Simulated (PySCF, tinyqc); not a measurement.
Inside a calculation. Method: RHF in the sto-3g basis, for LiH, spin multiplicity 1. The lowest restricted solution is unstable here: a spin-polarised one lies 0.0028 hartree lower (PySCF). One step of it, computed by the program tinyqc.

Problem. Iteration 1: building the Fock matrix. J_ij = sum D_kl (ij|kl), K_ij = sum D_kl (ik|jl); F = H + J - 0.5 K; E = tr D H + tr D J / 2 - 0.25 tr D K + E_nn.

D at the start:
```
            1Li 1s     1Li 2s   1Li 2px   1Li 2py    1Li 2pz      2H 1s
1Li 1s    0.077412  -0.372621  0.000000  0.000000   0.069009   0.226035
1Li 2s   -0.372621   1.800705  0.000000  0.000000  -0.217497  -1.189287
1Li 2px   0.000000   0.000000  0.000000  0.000000   0.000000   0.000000
1Li 2py   0.000000   0.000000  0.000000  0.000000   0.000000   0.000000
1Li 2pz   0.069009  -0.217497  0.000000  0.000000   1.913771  -1.434224
2H 1s     0.226035  -1.189287  0.000000  0.000000  -1.434224   2.104506
```

core Hamiltonian H = T + V (hartree):
```
            1Li 1s     1Li 2s    1Li 2px    1Li 2py    1Li 2pz      2H 1s
1Li 1s   -4.651653  -1.043794   0.000000   0.000000  -0.008878  -0.086036
1Li 2s   -1.043794  -1.340148   0.000000   0.000000  -0.090284  -0.405761
1Li 2px   0.000000   0.000000  -1.090113   0.000000   0.000000   0.000000
1Li 2py   0.000000   0.000000   0.000000  -1.090113   0.000000   0.000000
1Li 2pz  -0.008878  -0.090284   0.000000   0.000000  -1.158793  -0.556633
2H 1s    -0.086036  -0.405761   0.000000   0.000000  -0.556633  -1.203136
```

Two-electron integrals (ij|kl) in chemists' order, unique and non-zero (hartree):
```
(11|11) 1.680395   (21|11) 0.265420   (21|21) 0.049941   (22|11) 0.397727
(22|21) 0.092860   (22|22) 0.290562   (31|31) 0.008981   (32|31) 0.013788
(32|32) 0.064184   (33|11) 0.396640   (33|21) 0.092880   (33|22) 0.290497
(33|33) 0.312946   (41|41) 0.008981   (42|41) 0.013788   (42|42) 0.064184
(43|43) 0.016869   (44|11) 0.396640   (44|21) 0.092880   (44|22) 0.290497
(44|33) 0.279207   (44|44) 0.312946   (51|51) 0.008981   (52|51) 0.013788
(52|52) 0.064184   (53|53) 0.016869   (54|54) 0.016869   (55|11) 0.396640
(55|21) 0.092880   (55|22) 0.290497   (55|33) 0.279207   (55|44) 0.279207
(55|55) 0.312946   (61|11) 0.020207   (61|21) 0.003846   (61|22) 0.007367
(61|33) 0.007277   (61|44) 0.007277   (61|51) 0.000503   (61|52) 0.000982
(61|55) 0.007551   (61|61) 0.000330   (62|11) 0.080724   (62|21) 0.019234
(62|22) 0.068272   (62|33) 0.064297   (62|44) 0.064297   (62|51) 0.002965
(62|52) 0.021517   (62|55) 0.076159   (62|61) 0.001807   (62|62) 0.031821
(63|31) 0.001141   (63|32) 0.006201   (63|53) 0.002878   (63|63) 0.001680
(64|41) 0.001141   (64|42) 0.006201   (64|54) 0.002878   (64|64) 0.001680
(65|11) 0.110613   (65|21) 0.026518   (65|22) 0.096642   (65|33) 0.089998
(65|44) 0.089998   (65|51) 0.004556   (65|52) 0.033234   (65|55) 0.109841
(65|61) 0.002545   (65|62) 0.048280   (65|65) 0.073702   (66|11) 0.245488
(66|21) 0.059165   (66|22) 0.231576   (66|33) 0.212132   (66|44) 0.212132
(66|51) 0.008812   (66|52) 0.083865   (66|55) 0.270351   (66|61) 0.005609
(66|62) 0.142079   (66|65) 0.221374   (66|66) 0.774606
```

nuclear repulsion = 0.73667361 hartree

Give: Coulomb J; exchange K; Fock matrix F; total energy of this density.

Solution.

Coulomb J (hartree):
```
         1Li 1s  1Li 2s  1Li 2px  1Li 2py  1Li 2pz  2H 1s
1Li 1s    1.424   0.333    0.000    0.000   -0.006  0.026
1Li 2s    0.333   1.092    0.000    0.000    0.004  0.337
1Li 2px   0.000   0.000    1.058    0.000    0.000  0.000
1Li 2py   0.000   0.000    0.000    1.058    0.000  0.000
1Li 2pz  -0.006   0.004    0.000    0.000    1.160  0.500
2H 1s     0.026   0.337    0.000    0.000    0.500  1.534
```

exchange K (hartree):
```
         1Li 1s  1Li 2s  1Li 2px  1Li 2py  1Li 2pz   2H 1s
1Li 1s    0.039   0.033    0.000    0.000   -0.015  -0.007
1Li 2s    0.033   0.432    0.000    0.000   -0.259  -0.037
1Li 2px   0.000   0.000    0.119    0.000    0.000   0.000
1Li 2py   0.000   0.000    0.000    0.119    0.000   0.000
1Li 2pz  -0.015  -0.259    0.000    0.000    0.468   0.042
2H 1s    -0.007  -0.037    0.000    0.000    0.042   0.836
```

Fock matrix F (hartree):
```
         1Li 1s  1Li 2s  1Li 2px  1Li 2py  1Li 2pz   2H 1s
1Li 1s   -3.247  -0.728    0.000    0.000   -0.008  -0.056
1Li 2s   -0.728  -0.464    0.000    0.000    0.044  -0.050
1Li 2px   0.000   0.000   -0.092    0.000    0.000   0.000
1Li 2py   0.000   0.000    0.000   -0.092    0.000   0.000
1Li 2pz  -0.008   0.044    0.000    0.000   -0.233  -0.078
2H 1s    -0.056  -0.050    0.000    0.000   -0.078  -0.087
```

total energy of this density = -1.79477 hartree

This density is the starting one.
